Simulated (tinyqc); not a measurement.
Worked calculation: G0W0 on RHF in the sto-3g basis, for H2O, spin multiplicity 1. One step of it, computed by the program tinyqc.

Question. Screening: direct RPA. With D = e_a - e_i and K = (ia|jb): diagonalise D^(1/2) (D + 4K) D^(1/2) = Z w^2 Z^T; X + Y = D^(1/2) Z w^(-1/2), each column of Z with its largest component positive (the first on a tie); E_c = (sum w - tr (D + 2K)) / 2.

orbital energies (hartree): MO1 -20.246888, MO2 -1.265328, MO3 -0.606295, MO4 -0.456834, MO5 -0.392410, MO6 0.585951, MO7 0.729932

Two-electron integrals over orbitals (pq|rs), unique and non-zero (hartree):
```
(11|11) 4.744759    (21|11) -0.417107   (21|21) 0.058297    (22|11) 1.005327
(22|21) -0.013021   (22|22) 0.728944    (31|11) 0.021308    (31|21) -0.002445
(31|22) 0.002445    (31|31) 0.011219    (32|11) -0.008332   (32|21) 0.001310
(32|22) 0.010584    (32|31) 0.017702    (32|32) 0.142516    (33|11) 0.799930
(33|21) -0.004550   (33|22) 0.643502    (33|31) -0.000863   (33|32) -0.004972
(33|33) 0.630903    (41|11) 0.184161    (41|21) -0.022694   (41|22) 0.015853
(41|31) 0.001674    (41|32) 0.000146    (41|33) 0.006418    (41|41) 0.027411
(42|11) -0.131941   (42|21) 0.009179    (42|22) 0.001561    (42|31) -0.000027
(42|32) 0.001449    (42|33) 0.005974    (42|41) 0.018464    (42|42) 0.124015
(43|11) 0.022788    (43|21) -0.000945   (43|22) 0.007875    (43|31) -0.003494
(43|32) 0.019870    (43|33) 0.004301    (43|41) -0.001247   (43|42) -0.010016
(43|43) 0.049295    (44|11) 0.989257    (44|21) -0.013304   (44|22) 0.671973
(44|31) -0.000012   (44|32) -0.008300   (44|33) 0.596213    (44|41) -0.010902
(44|42) -0.102534   (44|43) 0.012334    (44|44) 0.770353    (51|51) 0.026036
(52|51) 0.032480    (52|52) 0.144656    (53|51) -0.001618   (53|52) -0.005433
(53|53) 0.029004    (54|51) -0.013470   (54|52) -0.047177   (54|53) 0.003303
(54|54) 0.055303    (55|11) 1.115339    (55|21) -0.011713   (55|22) 0.747702
(55|31) 0.000591    (55|32) -0.004056   (55|33) 0.628155    (55|41) 0.005144
(55|42) -0.070741   (55|43) 0.012823    (55|44) 0.723106    (55|55) 0.880159
(61|11) 0.221268    (61|21) -0.033274   (61|22) 0.000843    (61|31) 0.004917
(61|32) 0.004957    (61|33) -0.000729   (61|41) -0.000108   (61|42) -0.019985
(61|43) 0.000311    (61|44) 0.018338    (61|55) 0.005801    (61|61) 0.029675
(62|11) -0.288235   (62|21) 0.006191    (62|22) -0.134923   (62|31) 0.002768
(62|32) 0.014653    (62|33) -0.074090   (62|41) -0.018156   (62|42) -0.022629
(62|43) -0.009456   (62|44) -0.078361   (62|55) -0.148872   (62|61) 0.008489
(62|62) 0.097136    (63|11) 0.100056    (63|21) -0.002109   (63|22) 0.043968
(63|31) -0.003239   (63|32) 0.034119    (63|33) 0.027121    (63|41) 0.000465
(63|42) -0.019716   (63|43) 0.030541    (63|44) 0.038128    (63|55) 0.054606
(63|61) 0.000355    (63|62) -0.027579   (63|63) 0.075901    (64|11) -0.224246
(64|21) 0.002424    (64|22) -0.098837   (64|31) -0.002561   (64|32) -0.019952
(64|33) -0.043386   (64|41) -0.001568   (64|42) 0.036695    (64|43) -0.008688
(64|44) -0.121918   (64|55) -0.119922   (64|61) -0.001773   (64|62) 0.054933
(64|63) -0.036790   (64|64) 0.077047    (65|51) -0.014641   (65|52) -0.055141
(65|53) 0.008328    (65|54) 0.000349    (65|65) 0.036884    (66|11) 0.806115
(66|21) -0.007231   (66|22) 0.610316    (66|31) -0.003398   (66|32) -0.046191
(66|33) 0.573623    (66|41) 0.019661    (66|42) 0.053016    (66|43) -0.025827
(66|44) 0.556027    (66|55) 0.590511    (66|61) -0.009106   (66|62) -0.091606
(66|63) -0.016834   (66|64) -0.034140   (66|66) 0.622446    (71|11) 0.071829
(71|21) -0.011250   (71|22) -0.001108   (71|31) -0.014311   (71|32) -0.022252
(71|33) 0.001747    (71|41) 0.001109    (71|42) -0.004697   (71|43) 0.005183
(71|44) 0.005053    (71|55) 0.001818    (71|61) 0.003395    (71|62) -0.003052
(71|63) 0.004321    (71|64) 0.002883    (71|66) 0.003933    (71|71) 0.022172
(72|11) -0.099424   (72|21) 0.001878    (72|22) -0.045595   (72|31) -0.013683
(72|32) -0.038162   (72|33) -0.018519   (72|41) -0.004476   (72|42) 0.000823
(72|43) 0.032553    (72|44) -0.032333   (72|55) -0.050155   (72|61) -0.003178
(72|62) 0.012945    (72|63) 0.026333    (72|64) 0.021464    (72|66) -0.032394
(72|71) 0.017146    (72|72) 0.066967    (73|11) -0.347094   (73|21) 0.007150
(73|22) -0.131438   (73|31) -0.000228   (73|32) 0.018997    (73|33) -0.086896
(73|41) 0.000898    (73|42) 0.074670    (73|43) -0.002278   (73|44) -0.151008
(73|55) -0.181953   (73|61) -0.006470   (73|62) 0.066908    (73|63) -0.022249
(73|64) 0.073229    (73|66) -0.048845   (73|71) -0.001925   (73|72) 0.031910
(73|73) 0.146934    (74|11) -0.039941   (74|21) 0.000526    (74|22) -0.012176
(74|31) 0.009257    (74|32) 0.074278    (74|33) -0.012154   (74|41) -0.001133
(74|42) 0.001584    (74|43) -0.002060   (74|44) -0.023322   (74|55) -0.020200
(74|61) 0.003711    (74|62) 0.018266    (74|63) 0.036369    (74|64) -0.006073
(74|66) -0.037782   (74|71) -0.012047   (74|72) -0.011147   (74|73) 0.027194
(74|74) 0.066549    (75|51) -0.004723   (75|52) -0.018012   (75|53) -0.022103
(75|54) 0.002141    (75|65) 0.003983    (75|75) 0.025496    (76|11) -0.008600
(76|21) 0.000630    (76|22) 0.006637    (76|31) 0.007729    (76|32) 0.082413
(76|33) -0.010345   (76|41) 0.004345    (76|42) 0.016255    (76|43) 0.041188
(76|44) -0.016887   (76|55) -0.005183   (76|61) -0.000805   (76|62) -0.008265
(76|63) 0.048296    (76|64) -0.017950   (76|66) -0.041918   (76|71) -0.010414
(76|72) 0.007866    (76|73) 0.027735    (76|74) 0.045872    (76|76) 0.088670
(77|11) 0.861576    (77|21) -0.008989   (77|22) 0.626833    (77|31) 0.005728
(77|32) 0.053121    (77|33) 0.604923    (77|41) 0.005405    (77|42) -0.009650
(77|43) 0.027860    (77|44) 0.597813    (77|55) 0.621433    (77|61) 0.005418
(77|62) -0.066336   (77|63) 0.056900    (77|64) -0.053161   (77|66) 0.540543
(77|71) -0.005328   (77|72) -0.018187   (77|73) -0.074283   (77|74) 0.023545
(77|76) 0.040925    (77|77) 0.642302
```

Give: D^(1/2) (D + 4K) D^(1/2); excitation energies w; X + Y; RPA correlation energy.

Answer.

D^(1/2) (D + 4K) D^(1/2) (hartree^2), lower triangle:
```
          1>6       1>7      2>6      2>7      3>6     3>7      4>6     4>7
1>6  436.4800
1>7    0.2839  441.8874
2>6    0.2109   -0.0761   4.1465
2>7   -0.0820    0.4437   0.0995   4.5155
3>6    0.0071    0.0864  -0.1639   0.1625   1.7834
3>7   -0.1365   -0.0408   0.4209   0.2084  -0.1123  2.5708
4>6   -0.0331    0.0539   0.3053   0.1238  -0.1641  0.3458   1.4088
4>7    0.0738   -0.2404   0.1083  -0.0686   0.1730  0.1370  -0.0270  1.7243
5>6    0.0000    0.0000   0.0000   0.0000   0.0000  0.0000   0.0000  0.0000
5>7    0.0000    0.0000   0.0000   0.0000   0.0000  0.0000   0.0000  0.0000

        5>6     5>7
5>6  1.1015
5>7  0.0167  1.3741
```

excitation energies w (hartree): 1.0491  1.1258  1.1727  1.2376  1.3975  1.5894  2.0615  2.1496  20.8918  21.0215

X + Y:
```
           1        2       3        4        5        6        7        8
1>6   0.0000   0.0001  0.0000  -0.0005  -0.0005   0.0015  -0.0014   0.0001
1>7   0.0000  -0.0006  0.0000   0.0018   0.0011   0.0006   0.0021  -0.0026
2>6   0.0000  -0.0724  0.0000  -0.0638   0.0400  -0.3141   0.8153   0.3804
2>7   0.0000  -0.0420  0.0000   0.0792  -0.0333  -0.0918  -0.4403   0.8548
3>6   0.0000   0.2403  0.0000  -0.6103   0.6757  -0.1018  -0.0749   0.0108
3>7   0.0000  -0.2306  0.0000  -0.1915   0.0786   0.8414   0.1545   0.1494
4>6   0.0000   0.9105  0.0000   0.0732  -0.1629   0.1704   0.0722   0.0646
4>7   0.0000   0.0406  0.0000   0.7370   0.5978   0.0795   0.0391   0.0025
5>6   0.9639   0.0000  0.0556   0.0000   0.0000   0.0000   0.0000   0.0000
5>7  -0.0630   0.0000  0.9765   0.0000   0.0000   0.0000   0.0000   0.0000

           9       10
1>6   0.9972   0.0520
1>7  -0.0524   0.9976
2>6   0.0001   0.0000
2>7  -0.0001   0.0003
3>6   0.0000   0.0000
3>7  -0.0001   0.0000
4>6   0.0000   0.0000
4>7   0.0000  -0.0001
5>6   0.0000   0.0000
5>7   0.0000   0.0000
```

RPA correlation energy = -0.054089 hartree
